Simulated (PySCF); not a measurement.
# C₃H₈OS: electronic excitations and core binding energies

What electronic excitations and core binding energies should C₃H₈OS (`CC[S@@](C)=O`) show?

Programs: PySCF 2.14.0, with density-fitted response routines of our own. Each step states its level of theory. These are calculated values for one molecule in the gas phase, unless marked as measured. Atoms count from 0, in the outputs and in this text.

### 1 The starting structure

13 atoms, charge 0, multiplicity 1; geometry from: GFN2-xTB.

Bonds of the start (Å): C0–C1 1.52, C1–S2 1.86, S2–C3 1.85, S2–O4 1.46, C0–H5 1.09, C0–H6 1.09, C0–H7 1.09, C1–H8 1.09, C1–H9 1.09, C3–H10 1.08, C3–H11 1.09, C3–H12 1.08.

### 2 TDDFT and polarisability: wB97X-D/def2-SVPD

What the job is given:

```
{"job": {"kind": "uv", "xc": "wB97X-D", "basis": "def2-SVPD", "nstates": 8, "ntriplets": 3}, "charge": 0, "multiplicity": 1}
C     -1.991556     0.125183    -0.154066
C     -0.519301     0.328171    -0.450002
S      0.454821    -0.957388     0.482715
C      2.105816    -0.232518     0.064531
O      0.236306    -0.667753     1.899342
H     -2.591933     0.911834    -0.606678
H     -2.331891    -0.835523    -0.534225
H     -2.147312     0.144340     0.922673
H     -0.185812     1.308687    -0.114520
H     -0.291924     0.193858    -1.505834
H      2.161603     0.779922     0.448122
H      2.863544    -0.845442     0.541617
H      2.233251    -0.252885    -1.011402
```

Level: TDDFT wB97X-D/def2-SVPD, vertical, gas phase, core orbitals frozen in the response.

Standard output:

```text
coarse grid: 10928 points
cycle   1  E = -591.9561591486  dE =  7.451e-01  |g| = 8.541e-01  |ddm| = 4.337e+00
cycle   2  E = -591.6935929182  dE =  2.626e-01  |g| = 1.461e+00  |ddm| = 2.105e+00
cycle   3  E = -592.1117634813  dE = -4.182e-01  |g| = 6.571e-02  |ddm| = 1.314e+00
cycle   4  E = -592.1127126588  dE = -9.492e-04  |g| = 3.388e-02  |ddm| = 1.500e-01
cycle   5  E = -592.1130025238  dE = -2.899e-04  |g| = 5.567e-03  |ddm| = 6.007e-02
cycle   6  E = -592.1130140613  dE = -1.154e-05  |g| = 1.678e-03  |ddm| = 1.266e-02
cycle   7  E = -592.1130151401  dE = -1.079e-06  |g| = 5.120e-04  |ddm| = 5.564e-03
final grid: 99560 points
cycle   8  E = -592.1852688687  dE = -7.197e-05  |g| = 3.139e-03  |ddm| = 9.810e-02
cycle   9  E = -592.1852705940  dE = -1.725e-06  |g| = 2.421e-03  |ddm| = 1.184e-02
cycle  10  E = -592.1852718893  dE = -1.295e-06  |g| = 7.259e-04  |ddm| = 3.701e-03
cycle  11  E = -592.1852719784  dE = -8.902e-08  |g| = 4.090e-04  |ddm| = 1.271e-03
cycle  12  E = -592.1852720146  dE = -3.620e-08  |g| = 4.956e-05  |ddm| = 5.229e-04
cycle  13  E = -592.1852720155  dE = -9.280e-10  |g| = 1.633e-05  |ddm| = 1.420e-04
converged SCF energy = -592.1852720155

Static polarisability (au): isotropic 63.862, principal 53.880 62.892 74.813

Singlet excitations
state   eV       nm        f      main configurations
  1   6.0477    205.0   0.06286   H->L 0.58, H->L+1 0.19, H->L+4 0.13
  2   6.1585    201.3   0.01617   H->L+2 0.58, H->L+3 0.18, H->L+5 0.12
  3   6.6938    185.2   0.02676   H->L+1 0.59, H->L 0.23
  4   7.1715    172.9   0.01990   H-1->L+2 0.35, H->L+3 0.14, H-1->L+3 0.14
  5   7.1907    172.4   0.06043   H->L+3 0.45, H-1->L+2 0.19, H->L+2 0.11
  6   7.4015    167.5   0.04240   H-1->L 0.32, H-1->L+1 0.11, H->L+2 0.11
  7   7.6942    161.1   0.00287   H->L+5 0.36, H->L+4 0.29
  8   7.8288    158.4   0.09538   H->L+6 0.53, H-1->L 0.12, H->L+5 0.11

Triplet excitations (Tamm-Dancoff, eV): 5.2663 5.4994 6.4207
```

Run time: 36 s. Hardware: 1 thread, shared host.

The orbitals next to the gap, with their largest atomic shares:

| orbital | eV | atoms |
| --- | --- | --- |
| HOMO−3 | -12.56 | C0 22 %, O4 19 %, S2 15 % |
| HOMO−2 | -12.05 | O4 21 %, C1 18 %, C0 17 % |
| HOMO−1 | -9.67 | O4 58 %, S2 13 %, C3 11 % |
| HOMO | -8.56 | O4 50 %, S2 32 %, C1 8 % |
| LUMO | 2.10 | S2 51 %, C3 12 %, H12 7 % |
| LUMO+1 | 2.17 | S2 36 %, C0 11 %, C1 11 % |
| LUMO+2 | 2.40 | S2 72 %, O4 7 % |

With each of the 8 states as a Gaussian band of 0.4 eV half-width at 1/e, the curve within the window shown has maxima at 204 nm (ε 3,300), 168 nm (ε 5,500) L/(mol cm). Beyond the last state computed it falls off for lack of states. The curve at chosen wavelengths:

nm, ε (L/mol/cm) and a bar:
```
      153       2312 ############
      156       3762 ####################
      159       4799 ##########################
      162       5254 #############################
      165       5418 ##############################
      168       5498 ##############################
      171       5376 #############################
      174       4887 ##########################
      177       4097 ######################
      180       3249 #################
      183       2564 #############
      186       2143 ###########
      189       2002 ##########
      192       2116 ##########
      195       2426 ############
      198       2818 ###############
      201       3141 ################
      204       3266 #################
      207       3133 ################
      210       2769 ##############
      213       2262 ###########
      216       1715 ########
      219       1214 #####
      222        806 ###
      225        505 #
      228        300
```

Ground-state properties from the same run:

| property | computed |
| --- | --- |
| dipole moment (D) | 3.91 |
| polarisability (Å³) | 9.46 |
| HOMO–LUMO gap (eV) | 10.67 |
| −ε(HOMO) (eV) | 8.56 |

### 3 X-ray photoelectron lines: SCAN, X2C

Same as in step 2 but for these lines:

```diff
@@ -1,2 +1,2 @@
-{"job": {"kind": "uv", "xc": "wB97X-D", "basis": "def2-SVPD", "nstates": 8, "ntriplets": 3}, "charge": 0, "multiplicity": 1}
+{"job": {"kind": "xps"}, "charge": 0, "multiplicity": 1}
 C     -1.991556     0.125183    -0.154066
```

With the program's defaults for keys left out, this is: delta-SCF UKS SCAN, pcX-2 on the ionised atom, pcseg-1 elsewhere, spin-free X2C.

Standard output:

```text
ground state, core basis on atom 0 (C), 145 functions
  cycle   1  E = -593.28067230  |g| = 8.93e-01
  cycle   2  E = -591.98346954  |g| = 2.54e+00
  cycle   3  E = -593.40748687  |g| = 4.01e-01
  cycle   4  E = -593.44602797  |g| = 1.54e-01
  cycle   5  E = -593.45182228  |g| = 3.61e-02
  cycle   6  E = -593.45216900  |g| = 1.05e-02
  cycle   7  E = -593.45219789  |g| = 2.69e-03
  cycle   8  E = -593.45219858  |g| = 1.21e-03
  cycle   9  E = -593.45220194  |g| = 3.35e-04
  E(ground) = -593.48004854 Eh
hole in C 1s of atom 0
  cycle   1  E = -582.20801243  |g| = 1.50e+00
  cycle   2  E = -581.51629665  |g| = 1.81e+00
  cycle   3  E = -582.68854567  |g| = 4.12e-01
  cycle   4  E = -582.68007417  |g| = 4.43e-01
  cycle   5  E = -582.75939434  |g| = 1.06e-01
  cycle   6  E = -582.76365876  |g| = 3.94e-02
  cycle   7  E = -582.76441821  |g| = 1.06e-02
  cycle   8  E = -582.76447982  |g| = 4.37e-03
  cycle   9  E = -582.76449008  |g| = 1.07e-03
  cycle  10  E = -582.76449181  |g| = 5.03e-04
  cycle  11  E = -582.76449205  |g| = 1.54e-04
  E(ion) = -582.79150341 Eh   <S^2> = 0.7672   hole on atom = 1.000   binding energy = 290.850 eV
ground state, core basis on atom 1 (C), 145 functions
  cycle   1  E = -593.45413590  |g| = 5.98e-02
  cycle   2  E = -593.45405962  |g| = 2.92e-02
  cycle   3  E = -593.45413714  |g| = 2.35e-02
  cycle   4  E = -593.45425889  |g| = 5.98e-03
  cycle   5  E = -593.45426347  |g| = 1.38e-03
  cycle   6  E = -593.45426384  |g| = 2.75e-04
  E(ground) = -593.48219778 Eh
hole in C 1s of atom 1
  cycle   1  E = -582.17966221  |g| = 1.51e+00
  cycle   2  E = -580.93575234  |g| = 2.16e+00
  cycle   3  E = -582.54582125  |g| = 7.11e-01
  cycle   4  E = -582.58838536  |g| = 6.51e-01
  cycle   5  E = -582.75639746  |g| = 1.13e-01
  cycle   6  E = -582.76142600  |g| = 4.57e-02
  cycle   7  E = -582.76254604  |g| = 1.36e-02
  cycle   8  E = -582.76265119  |g| = 5.10e-03
  cycle   9  E = -582.76267463  |g| = 2.18e-03
  cycle  10  E = -582.76268193  |g| = 1.16e-03
  cycle  11  E = -582.76268418  |g| = 3.69e-04
  E(ion) = -582.78981544 Eh   <S^2> = 0.7812   hole on atom = 1.000   binding energy = 290.955 eV
ground state, core basis on atom 2 (S), 156 functions
  cycle   1  E = -593.62599926  |g| = 4.08e-01
  cycle   2  E = -593.62612415  |g| = 4.84e-02
  cycle   3  E = -593.62600535  |g| = 4.59e-02
  cycle   4  E = -593.62637711  |g| = 1.96e-02
  cycle   5  E = -593.62644992  |g| = 5.24e-03
  cycle   6  E = -593.62645677  |g| = 5.85e-04
  cycle   7  E = -593.62645715  |g| = 1.98e-04
  E(ground) = -593.63740413 Eh
hole in S 1s of atom 2
  cycle   1  E = -501.30141458  |g| = 5.08e+00
  cycle   2  E = -500.82617683  |g| = 2.66e+00
  cycle   3  E = -501.20606504  |g| = 1.63e+00
  cycle   4  E = -502.30820591  |g| = 6.97e-01
  cycle   5  E = -502.38130462  |g| = 4.91e-01
  cycle   6  E = -502.49888346  |g| = 8.40e-02
  cycle   7  E = -502.50165442  |g| = 3.89e-02
  cycle   8  E = -502.50240718  |g| = 6.50e-03
  cycle   9  E = -502.50242130  |g| = 3.94e-03
  cycle  10  E = -502.50242864  |g| = 1.01e-03
  cycle  11  E = -502.50242957  |g| = 4.81e-04
  E(ion) = -502.50599247 Eh   <S^2> = 0.7521   hole on atom = 1.000   binding energy = 2479.812 eV
hole in S 2p of atom 2
  cycle   1  E = -586.87079559  |g| = 1.54e+00
  cycle   2  E = -586.24222078  |g| = 1.78e+00
  cycle   3  E = -587.11307186  |g| = 6.65e-01
  cycle   4  E = -587.24434807  |g| = 3.69e-01
  cycle   5  E = -587.29169291  |g| = 1.43e-01
  cycle   6  E = -587.30230004  |g| = 3.51e-02
  cycle   7  E = -587.30291758  |g| = 9.60e-03
  cycle   8  E = -587.30296115  |g| = 3.04e-03
  cycle   9  E = -587.30296530  |g| = 1.63e-03
  cycle  10  E = -587.30296729  |g| = 7.23e-04
  cycle  11  E = -587.30296710  |g| = 3.53e-04
  E(ion) = -587.32175083 Eh   <S^2> = 0.7539   hole on atom = 1.001   binding energy = 171.858 eV
  2p3/2 = 171.619 eV   2p1/2 = 172.866 eV
ground state, core basis on atom 3 (C), 145 functions
  cycle   1  E = -593.45252487  |g| = 7.40e-02
  cycle   2  E = -593.45170984  |g| = 7.74e-02
  cycle   3  E = -593.45278564  |g| = 3.56e-02
  cycle   4  E = -593.45294899  |g| = 2.02e-02
  cycle   5  E = -593.45304466  |g| = 1.39e-03
  cycle   6  E = -593.45304730  |g| = 3.32e-04
  E(ground) = -593.48130640 Eh
hole in C 1s of atom 3
  cycle   1  E = -582.18434101  |g| = 1.51e+00
  cycle   2  E = -581.12916336  |g| = 2.04e+00
  cycle   3  E = -582.53412547  |g| = 7.27e-01
  cycle   4  E = -582.61183943  |g| = 6.04e-01
  cycle   5  E = -582.75485279  |g| = 1.13e-01
  cycle   6  E = -582.75969932  |g| = 5.29e-02
  cycle   7  E = -582.76117465  |g| = 1.28e-02
  cycle   8  E = -582.76126147  |g| = 4.91e-03
  cycle   9  E = -582.76128024  |g| = 1.77e-03
  cycle  10  E = -582.76128544  |g| = 1.00e-03
  cycle  11  E = -582.76128633  |g| = 3.06e-04
  E(ion) = -582.78843882 Eh   <S^2> = 0.7762   hole on atom = 1.000   binding energy = 290.968 eV
ground state, core basis on atom 4 (O), 145 functions
  cycle   1  E = -593.48721709  |g| = 9.93e-02
  cycle   2  E = -593.48569120  |g| = 1.00e-01
  cycle   3  E = -593.48635368  |g| = 7.97e-02
  cycle   4  E = -593.48753057  |g| = 8.71e-03
  cycle   5  E = -593.48755007  |g| = 1.71e-03
  cycle   6  E = -593.48755138  |g| = 4.03e-04
  E(ground) = -593.51166184 Eh
hole in O 1s of atom 4
  cycle   1  E = -572.93195460  |g| = 2.23e+00
  cycle   2  E = -572.31640716  |g| = 2.29e+00
  cycle   3  E = -573.67680246  |g| = 5.02e-01
  cycle   4  E = -573.73076856  |g| = 2.73e-01
  cycle   5  E = -573.77125969  |g| = 6.24e-02
  cycle   6  E = -573.77301299  |g| = 1.93e-02
  cycle   7  E = -573.77319447  |g| = 4.65e-03
  cycle   8  E = -573.77320426  |g| = 1.85e-03
  cycle   9  E = -573.77320660  |g| = 7.90e-04
  cycle  10  E = -573.77320750  |g| = 3.22e-04
  E(ion) = -573.79822237 Eh   <S^2> = 0.7635   hole on atom = 1.000   binding energy = 536.430 eV
```

Run time: 78 s. Hardware: 1 thread, shared host.

Binding energies by hole, beside the orbital energy of the ground state; the difference holds orbital relaxation and, for a density functional, its self-interaction error:

| hole | stands for | environment | ΔSCF (eV; 2p as the shell's mean) | −ε (eV) | ⟨S²⟩ |
| --- | --- | --- | --- | --- | --- |
| C1s on C0 | C0 | methyl carbon | 290.85 | 273.6 | 0.767 |
| C1s on C1 | C1 | sp3 CH2 bonded to S | 290.95 | 274.4 | 0.781 |
| S1s on S2 | S2 | sulfoxide sulfur | 2479.81 | 2417.3 | 0.752 |
| S2p on S2 | S2 | sulfoxide sulfur | 172.04 | 160.1 | 0.754 |
| C1s on C3 | C3 | methyl carbon bonded to S | 290.97 | 274.3 | 0.776 |
| O1s on O4 | O4 | S=O oxygen | 536.43 | 515.3 | 0.764 |

With the spin-orbit splitting: S2 2p3/2 171.62, 2p1/2 172.87 eV. The table gives each 2p level as the mean over the whole 2p shell (two parts 2p3/2, one part 2p1/2), which differs a little from the single hole in the log.

### 4 What came out

| quantity | value |
| --- | --- |
| lowest singlet (wB97X-D/def2-SVPD) | 6.05 eV (205 nm), f = 0.063 |
| brightest single state of those computed | state 8, 7.83 eV, f = 0.095 |
| lowest triplet | 5.27 eV |
| C1s binding energies, SCAN/pcX-2 | C3 290.97, C1 290.95, C0 290.85 eV |
| S1s binding energies, SCAN/pcX-2 | S2 2479.81 eV |
| S2p binding energies, SCAN/pcX-2 | S2 172.04 eV |
| O1s binding energies, SCAN/pcX-2 | O4 536.43 eV |

What this shows: The first singlet state (HOMO→LUMO 0.58, HOMO→LUMO+1 0.19) lies at 6.05 eV and is bright; of the 8 states computed, the strongest absorption comes from state 8 at 7.83 eV (the last computed, so partners may be missing). The lowest triplet lies 0.78 eV below the lowest singlet (triplets in Tamm-Dancoff, singlets in full TDDFT). C3 (methyl carbon bonded to S) binds its C1s electron 0.12 eV more tightly than C0 (methyl carbon).
